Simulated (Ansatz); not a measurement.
# CH2 (triplet): RPA-PBE over a scan of the angle H2–C1–H3, cc-pVDZ

Aim: run CH2 (triplet) with these functionals over a scan of the angle H2–C1–H3, and hold them against the top wave-function level at the same points.

Method: cc-pVDZ, all electrons in the functionals, frozen cores in the correlation of double hybrids and RPA; program: Ansatz 0.2.0, Gaussian basis.

The runs, in order: RPA-PBE, at 70.9°; 91.3°; 101.3°; 122.1°; 134.8°; 141.2°; 155.7°; 180.0°.

15 further runs of the same task are left out: 11 that didn't finish, 4 set aside as unsound or not needed.

**1. What is computed**

The geometry derives from a PBE0/def2-TZVP stationary point (not a proven minimum). One angle is set to the value named; bond lengths are kept.

3 atoms, charge 0, spin multiplicity 3.

Atoms are counted from 1 here; the program's logs count them from 0.

Bond lengths: C1–H2 1.079 Å, C1–H3 1.079 Å. Angles: H2–C1–H3 134.8°.

No dispersion term is added.

The geometry shown and the zero of energy belong to the point 134.8°. The yardstick, FCI, and other wave-function levels (R restricted, U unrestricted, valence and pair active spaces) come from earlier runs.

**2. RPA-PBE, 70.9°**

in.yaml

```yaml
crystal:
  periodic: [false, false, false]
  atoms:
    - {symbol: C, position_ang: [0.000000, -0.126319, 0.000000]}
    - {symbol: H, position_ang: [0.000000, 0.752613, -0.625779]}
    - {symbol: H, position_ang: [0.000000, 0.752613, 0.625779]}
basis:
  gaussian: {orbitals: cc-pVDZ}
magnetization: {spin_polarized: true, initial_magnetization: 2}
hamiltonian: {xc: {name: PBE}}
correlation: {method: rpa, electrons: outside_noble_gas}
```

Started as:

```console
> ansatz run in.yaml --threads 1 --pin off --events-out ev --progress --plain --max-ram 2393MiB
```

Further steps of the session: RPA-PBE, 91.3°; RPA-PBE, 101.3°; RPA-PBE, 122.1°; RPA-PBE, 134.8°; RPA-PBE, 141.2°; RPA-PBE, 155.7°; RPA-PBE, 180.0°.

Before running them: what should the planned runs give, taken together? Wanted: span of the FCI curve; largest miss, RPA-PBE.

**Answer**, as computed:

| quantity | value |
| --- | --- |
| span of the FCI curve | 2.199 eV |
| largest miss, RPA-PBE | +0.018 eV (180.0°) |

**Reading.** RPA-PBE strays by up to 0.018 eV, at 180.0°. Functionals and the yardstick converge differently with the basis, so part of each miss in cc-pVDZ is the basis.
